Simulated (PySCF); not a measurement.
Energies from PySCF, thermal terms from the rigid-rotor harmonic-oscillator model, ideal gas at 1 bar. The comparison is the NASA 1993 polynomial table, which mixes measured and estimated data. 6-31G* has spherical d functions here. All species are closed-shell singlets. The harmonic model lacks anharmonicity and excited electronic states, which grow with temperature; levels with a mode under 35 cm⁻¹ are left out. The table's entry may be an old estimate for C₄H₂ (not checked at source).

Harmonic frequencies at HF/6-31G* (cm⁻¹): 280, 280, 681, 681, 819, 819, 885, 885, 944, 2310, 2506, 3662, 3662. Point group D∞h; S°(298 K) = 239.4 J/mol/K at this level.

**Question.** Work out Cp and S° of gaseous C₄H₂ at 500, 800, 1200, 1600, 2000 K from these, and set them beside the table.

**Answer.** 
```csv
T (K),Cp HF/6-31G*,Cp table,S° HF/6-31G*,S° table
500,83.2,91.6,277.1,293.2
800,99.3,105.0,320.0,339.4
1200,112.0,115.9,362.9,384.3
1600,119.9,122.8,396.3,418.6
2000,124.8,127.4,423.7,446.6
```
Units J/mol/K.
